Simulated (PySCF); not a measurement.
A geometry optimisation on cyclopentadienyl radical, `[CH]1C=CC=C1`.

Computed with PBE0-D3(BJ)/def2-SVP geometry optimisation, gas phase (PySCF 2.14.0). Start geometry: GFN2-xTB. The input is one job of a driver script: a line of settings, then coordinates in Å.

Input:
```
{"job": {"xc": "PBE0", "basis": "def2-SVP", "d3": "d3bj", "grid": 1, "kind": "geom"}, "charge": 0, "multiplicity": 2}
C      0.083850    -1.133790    -0.321330
C     -1.078100    -0.497710     0.183680
C     -0.764540     0.808450     0.426660
C      0.635990     1.010210     0.068520
C      1.131260    -0.179620    -0.381590
H      0.159180    -2.167540    -0.607510
H     -2.027770    -0.973000     0.338510
H     -1.411740     1.573940     0.812810
H      1.159210     1.944580     0.156350
H      2.130430    -0.376200    -0.721160
```

Problem. What does the run print?

Solution. 
```
step   0  E = -193.09625848  max force = 0.011550
step   1  E = -193.09626465  max force = 0.020692
step   2  E = -193.09789302  max force = 0.004252
step   3  E = -193.09798472  max force = 0.001455
step   4  E = -193.09802004  max force = 0.000146
step   5  E = -193.09801978  max force = 0.000234
optimisation converged
```

Energies in Eh; «max force» is the largest Cartesian gradient component in Eh/bohr.

Problem. How much energy does the optimisation release, in kJ/mol?

Solution. E(step 0) − E(last step) = 0.001761 Eh, which is 4.6 kJ/mol.

Problem. Give the first gradient maximum in eV/Å.

Solution. With 1 Eh/bohr = 51.422 eV/Å, 0.594 eV/Å.

Main results: final energy -193.09802 Eh after 5 steps; dipole 0.04 D.

Problem. Give the final coordinates.

Solution. 0.022 Å rms from the input after alignment:
```
atom  x, y, z in Å
C1     0.0842   -1.1378   -0.3225
C2    -1.0954   -0.5011    0.1878
C3    -0.7727    0.8087    0.4307
C4     0.6446    1.0136    0.0682
C5     1.1479   -0.1772   -0.3863
H6     0.1608   -2.1871   -0.6151
H7    -2.0603   -0.9799    0.3468
H8    -1.4340    1.5821    0.8235
H9     1.1808    1.9595    0.1548
H10    2.1617   -0.3715   -0.7330
```

Problem. Estimate the wall time. Hardware: an Arm Neoverse N1 with one thread, on a shared host.

Solution. About 39 s.
Labels such as C1 count atoms from 1, the log's own numbers from 0.
